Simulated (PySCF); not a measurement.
# C2H3F3 (1,1,1-trifluoroethane) at 5 levels

We compute a comparison of 5 runs (HF/STO-3G, B3LYP/6-31G*, M06-2X/6-31G**, wB97X/def2-SVP) of C2H3F3 (1,1,1-trifluoroethane). Input form: a Python script.

The calculation is run with PySCF 2.14.0.

**1. The molecule**

The species is C2H3F3 (8 atoms), meant as a singlet with charge 0. SMILES: `CC(F)(F)F`. The shape is that of a PBE0-D4/def2-TZVP optimisation.

Bond lengths: C1–C2 1.497 Å, C2–F3 1.341 Å, C2–F4 1.341 Å, C2–F5 1.341 Å, C1–H6 1.089 Å, C1–H7 1.089 Å, C1–H8 1.089 Å. Some angles: C1–C2–F3 111.8°, C1–C2–F4 111.8°, C1–C2–F5 111.8°, F3–C2–F4 107.1°, F3–C2–F5 107.1°, F4–C2–F5 107.1°, C2–C1–H6 109.3°, C2–C1–H7 109.3°, C2–C1–H8 109.3°, H6–C1–H7 109.7°.

**2. Energy and forces at HF/STO-3G (run 1)**

Contents of input.xyz:

```xyz
8

C     -0.615400    -0.141500     0.471500
C      0.557600     0.109900    -0.423700
F      1.692800    -0.382000     0.093900
F      0.395200    -0.458200    -1.627700
F      0.754200     1.420300    -0.629900
H     -0.441600     0.335800     1.434900
H     -0.738000    -1.214600     0.611200
H     -1.512600     0.273100     0.014000
```

Contents of input.py:

```python
# CC(F)(F)F
import pyscf.grad
from pyscf import gto

molecule = gto.M(
    atom='input.xyz',
    verbose=4,
    charge=0,
    max_memory=1860,
    basis='sto-3g',
)

calc0 = molecule.RHF()
calc0.conv_tol = 1e-10
calc0.kernel()
if not calc0.converged:
    calc0 = calc0.newton().run(calc0.mo_coeff, calc0.mo_occ)

energy = calc0.e_tot
print('E = %.10f Eh' % energy)
grad = calc0.Gradients().kernel()
dip = calc0.dip_moment()
pop, q = calc0.mulliken_pop()
```

Launch:

```console
$ OMP_NUM_THREADS=1 python input.py
```

What it wrote:

```text
PySCF version 2.14.0

[... 60 lines left out ...]
converged SCF energy = -370.684348304089
[... 11 lines left out ...]
----------------------------------------------
Dipole moment(X, Y, Z, Debye): -1.23586, -0.26448,  0.94339
 ** Mulliken pop  **
pop of  0 C 1s            1.99199
pop of  0 C 2s            1.18789
pop of  0 C 2px           0.98771
pop of  0 C 2py           1.04292
pop of  0 C 2pz           1.01187
pop of  1 C 1s            1.99298
pop of  1 C 2s            1.09430
pop of  1 C 2px           0.86885
pop of  1 C 2py           0.76022
pop of  1 C 2pz           0.82134
pop of  2 F 1s            1.99901
pop of  2 F 2s            1.94111
pop of  2 F 2px           1.49454
pop of  2 F 2py           1.86645
pop of  2 F 2pz           1.86567
pop of  3 F 1s            1.99901
pop of  3 F 2s            1.94112
pop of  3 F 2px           1.95015
pop of  3 F 2py           1.83860
pop of  3 F 2pz           1.43791
pop of  4 F 1s            1.99901
pop of  4 F 2s            1.94110
pop of  4 F 2px           1.94121
pop of  4 F 2py           1.34859
pop of  4 F 2pz           1.93686
pop of  5 H 1s            0.91319
pop of  6 H 1s            0.91318
pop of  7 H 1s            0.91319
 ** Mulliken atomic charges  **
charge of    0C =     -0.22238
charge of    1C =      0.46230
charge of    2F =     -0.16679
charge of    3F =     -0.16679
charge of    4F =     -0.16678
charge of    5H =      0.08681
charge of    6H =      0.08682
charge of    7H =      0.08681
```

It took 1 s on 1 thread of Arm Neoverse V2, shared host; peak memory 0.12 GiB.

**3. Energy and gradient at B3LYP/6-31G(d) (spherical functions) (run 2)**

Contents of job.py:

```python
from pyscf import gto, dft

molecule = gto.M(
    atom='''
C       -0.615400      -0.141500       0.471500
C        0.557600       0.109900      -0.423700
F        1.692800      -0.382000       0.093900
F        0.395200      -0.458200      -1.627700
F        0.754200       1.420300      -0.629900
H       -0.441600       0.335800       1.434900
H       -0.738000      -1.214600       0.611200
H       -1.512600       0.273100       0.014000
''',
    basis='6-31g*',
    verbose=4,
    max_memory=1860,
)

myscf = dft.RKS(molecule, xc='b3lyp')
myscf.grids.level = 5
myscf.conv_tol = 1e-10
myscf.kernel()
if not myscf.converged:
    myscf = myscf.newton().run(myscf.mo_coeff, myscf.mo_occ)

energy = myscf.e_tot
print('E(%s) = %.9f' % ('B3LYP', energy))
grad = myscf.nuc_grad_method().kernel()
dip = myscf.dip_moment()
pop, q = myscf.mulliken_pop()
```

Launch:

```console
$ OMP_NUM_THREADS=1 python job.py
```

What it wrote:

```text
PySCF version 2.14.0

[... 74 lines left out ...]
converged SCF energy = -377.550555798776
[... 13 lines left out ...]
Dipole moment(X, Y, Z, Debye): -1.57686, -0.33735,  1.20374
[... 46 lines left out ...]
pop of  3 F 2px           1.18919
pop of  3 F 2py           1.14298
pop of  3 F 2pz           0.98610
pop of  3 F 3px           0.72072
pop of  3 F 3py           0.68957
pop of  3 F 3pz           0.58315
pop of  3 F 3dxy          0.00094
pop of  3 F 3dyz          0.00514
pop of  3 F 3dz^2         0.00603
pop of  3 F 3dxz          0.00367
pop of  3 F 3dx2-y2       0.00099
pop of  4 F 1s            1.99734
pop of  4 F 2s            0.93541
pop of  4 F 3s            1.02952
pop of  4 F 2px           1.18437
pop of  4 F 2py           0.95244
pop of  4 F 2pz           1.18151
pop of  4 F 3px           0.71664
pop of  4 F 3py           0.56199
pop of  4 F 3pz           0.71468
pop of  4 F 3dxy          0.00407
pop of  4 F 3dyz          0.00397
pop of  4 F 3dz^2         0.00226
pop of  4 F 3dxz          0.00054
pop of  4 F 3dx2-y2       0.00593
pop of  5 H 1s            0.52404
pop of  5 H 2s            0.29455
pop of  6 H 1s            0.52404
pop of  6 H 2s            0.29452
pop of  7 H 1s            0.52403
pop of  7 H 2s            0.29454
 ** Mulliken atomic charges  **
charge of    0C =     -0.55375
charge of    1C =      0.88166
charge of    2F =     -0.29074
charge of    3F =     -0.29079
charge of    4F =     -0.29067
charge of    5H =      0.18142
charge of    6H =      0.18144
charge of    7H =      0.18142
```

It took 20 s on 1 thread of Arm Neoverse V2, shared host; peak memory 0.75 GiB.

Runs 3 to 4 aren't shown in full; the table further down has their settings and results.

**4. Energy and gradient at wB97X/def2-SVP (run 5)**

Contents of input.py:

```python
# CC(F)(F)F
import pyscf.grad
from pyscf import gto, dft

mol = gto.M(
    atom=[
    ('C', (-0.615400, -0.141500, 0.471500)),
    ('C', (0.557600, 0.109900, -0.423700)),
    ('F', (1.692800, -0.382000, 0.093900)),
    ('F', (0.395200, -0.458200, -1.627700)),
    ('F', (0.754200, 1.420300, -0.629900)),
    ('H', (-0.441600, 0.335800, 1.434900)),
    ('H', (-0.738000, -1.214600, 0.611200)),
    ('H', (-1.512600, 0.273100, 0.014000)),
],
    verbose=4,
    max_memory=1860,
    basis='def2-svp',
)

myscf = dft.RKS(mol, xc='wb97x')
myscf.grids.level = 5
myscf.conv_tol = 1e-10
myscf.kernel()
if not myscf.converged:
    myscf = myscf.newton().run(myscf.mo_coeff, myscf.mo_occ)

e_tot = myscf.e_tot
print(f'total energy: {e_tot:.8f} hartree')
grad = myscf.Gradients().kernel()
dip = myscf.dip_moment()
pop, q = myscf.mulliken_pop()
```

Launch:

```console
$ OMP_NUM_THREADS=1 python input.py
```

What it wrote:

```text
PySCF version 2.14.0

[... 75 lines left out ...]
converged SCF energy = -377.195882590828
total energy: -377.19588259 hartree
[... 12 lines left out ...]
Dipole moment(X, Y, Z, Debye): -1.75489, -0.37542,  1.33965
[... 55 lines left out ...]
pop of  3 F 3dxz          0.00153
pop of  3 F 3dx2-y2       0.00041
pop of  4 F 1s            1.98986
pop of  4 F 2s            1.13556
pop of  4 F 3s            0.76060
pop of  4 F 2px           1.19579
pop of  4 F 2py           0.96386
pop of  4 F 2pz           1.19251
pop of  4 F 3px           0.70438
pop of  4 F 3py           0.52818
pop of  4 F 3pz           0.70225
pop of  4 F 3dxy          0.00179
pop of  4 F 3dyz          0.00178
pop of  4 F 3dz^2         0.00117
pop of  4 F 3dxz          0.00015
pop of  4 F 3dx2-y2       0.00328
pop of  5 H 1s            0.73741
pop of  5 H 2s            0.17255
pop of  5 H 2px           0.00456
pop of  5 H 2py           0.00685
pop of  5 H 2pz           0.01323
pop of  6 H 1s            0.73742
pop of  6 H 2s            0.17254
pop of  6 H 2px           0.00453
pop of  6 H 2py           0.01534
pop of  6 H 2pz           0.00476
pop of  7 H 1s            0.73741
pop of  7 H 2s            0.17255
pop of  7 H 2px           0.01196
pop of  7 H 2py           0.00634
pop of  7 H 2pz           0.00633
 ** Mulliken atomic charges  **
charge of    0C =     -0.07872
charge of    1C =      0.42623
charge of    2F =     -0.18125
charge of    3F =     -0.18132
charge of    4F =     -0.18116
charge of    5H =      0.06540
charge of    6H =      0.06541
charge of    7H =      0.06540
```

Wall time 29 s (1 thread of Arm Neoverse V2, shared host); peak memory 0.83 GiB.

**5. Overview of the runs**

| run | level | integration grid | Cartesian functions | energy (Eh) | dipole moment (D) | HOMO energy (eV) | LUMO energy (eV) | wall time |
| --- | --- | --- | --- | --- | --- | --- | --- | --- |
| 1 | HF/STO-3G | – | no | -370.684348 | 1.58 | -11.29 | 15.13 | 1 s |
| 2 | B3LYP/6-31G* (spherical functions) | 5 | no | -377.550556 | 2.01 | -10.16 | 2.93 | 20 s |
| 3 | B3LYP/6-31G* (Cartesian functions) | 5 | yes | -377.554476 | 2.01 | -10.17 | 2.92 | 21 s |
| 4 | M06-2X/6-31G** (spherical functions) | 5 | no | -377.420726 | 2.15 | -12.21 | 4.18 | 43 s |
| 5 | wB97X/def2-SVP | 5 | no | -377.195883 | 2.24 | -13.30 | 4.35 | 29 s |

**6. What came out**

| quantity | value |
| --- | --- |
| run 5: total energy | -377.19588 Eh |
| run 5: dipole moment | 2.24 D |
| run 5: HOMO energy | -13.30 eV |
| run 5: LUMO energy | 4.35 eV |
| run 5: HOMO–LUMO gap | 17.65 eV |
| run 5: largest force on an atom | 0.290 eV/Å |

In words: The dipole moment (its size) runs from 1.58 D (HF/STO-3G) to 2.24 D (wB97X/def2-SVP). The two ends differ in method and basis. The HOMO–LUMO gap runs from 13.09 eV (B3LYP/6-31G*) to 26.42 eV (HF/STO-3G). Totals of different functionals can't be ranked against each other. In run 1 the basis is minimal, so the values are rough. All runs together took 1.9 min, the longest 43 s.
